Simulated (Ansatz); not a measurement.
Input file:

```yaml
crystal:
  periodic: [false, false, false]
  atoms:
    - {symbol: Br, position_ang: [0.000000, 0.000000, -1.286867]}
    - {symbol: H, position_ang: [0.000000, 0.000000, 0.133733]}
    - {symbol: H, position_ang: [0.000000, 0.000000, 1.153133]}
basis:
  gaussian: {orbitals: STO-3G}
magnetization: {spin_polarized: true, initial_magnetization: 1}
hamiltonian: {xc: {name: PBE0}}
correlation: {method: ccsdt_q_b, electrons: outside_noble_gas}
scf: {lower_state_search: off}
```

```sh
$ ansatz run in.yaml --threads 1 --pin off --events-out ev --progress --plain --max-ram 2393MiB
```

Q: Roughly how long does this take on 1 thread of Intel Xeon 6975P-C, shared host, and how much host memory?

A: 0.33 s wall and 0.08 GiB.

```
these checks for a lower state are left out or cut short: stability, starts, cluster_reference, orbital_swaps, neighbouring_geometries, increment
224 factors; integrals over basis functions are off by at most 6.0e-8 eV
mean field evaluation 1: about -69302.7303 eV, gradient 5.0e0 eV
mean field evaluation 2: about -69302.7238 eV, gradient 5.0e0 eV
mean field evaluation 4: about -69302.9956 eV, gradient 5.1e-1 eV
mean field evaluation 8: about -69302.9993 eV, gradient 1.6e-3 eV
mean field -69302.99929591 eV, -2546.8382488645 hartree, gradient 6.0e-6 eV, S^2 0.756693; 0 other end points of the search recorded, 0 dependent functions left out
14 core orbitals not correlated: weight in the atoms' cores, before any rotation towards them, 0.999 or more for the frozen orbitals, at most 0.000 for the correlated occupied ones
reference -69271.42783557 eV, -2545.6780190971 hartree; 5, 4 occupied and 1, 2 virtual orbitals, 224 factors
second order -0.37274470 eV of doubles, -0.04645443 eV of singles
cycle   1  -0.55176914 eV  change   -1.3e-1 eV  update   3.2e-2
cycle   2  -0.63733064 eV  change   -8.6e-2 eV  update   1.5e-2
cycle   3  -0.64371838 eV  change   -6.4e-3 eV  update   4.2e-3
cycle   4  -0.64558064 eV  change   -1.9e-3 eV  update   1.1e-3
cycle   5  -0.64594000 eV  change   -3.6e-4 eV  update   5.1e-4
cycle   6  -0.64584858 eV  change    9.1e-5 eV  update   1.0e-4
cycle   7  -0.64586499 eV  change   -1.6e-5 eV  update   1.2e-5
cycle   8  -0.64586544 eV  change   -4.5e-7 eV  update   2.7e-6
cycle   9  -0.64586404 eV  change    1.4e-6 eV  update   4.8e-7
cycle  10  -0.64586421 eV  change   -1.7e-7 eV  update   8.4e-8
perturbative correction 0.00000000 eV, 0.0000000000 hartree
Total energy: -69272.07369978 eV, -2545.7017541690 hartree
Checks for a lower state left out: stability, starts, cluster_reference, orbital_swaps, neighbouring_geometries, increment
```
